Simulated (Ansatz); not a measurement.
AlFHO (`[O][AlH][F]`) radical, relaxed with UKS PBE-D4/def2-SVP in Ansatz 0.2.0 from a rough embedded geometry. The force threshold is 0.03 eV/Å; the program also tests the step.

Charge 0, multiplicity 2.

Start:

```xyz
4

O     0.916   -1.503    0.508
Al   -0.004    0.045    0.017
F    -1.707   -0.046   -0.648
H     0.794    1.504    0.123
```

Problem. By how much does the energy fall, and how many steps does the optimiser take? (Best estimate.)

Solution. Computed: 10.73 kcal/mol, in 5 steps.

Problem. Which bonds change most? (Estimate.)

Solution. The calculation gave: Al2–F3 from 1.830 to 1.672 Å; O1–Al2 from 1.867 to 1.751 Å; Al2–H4 from 1.667 to 1.583 Å.

Problem. Give the relaxed structure. (Estimate.)

Solution. The calculation gave: 
```xyz
4

O     0.828   -1.408    0.471
Al   -0.011    0.051   -0.010
F    -1.575   -0.072   -0.587
H     0.758    1.429    0.126
```
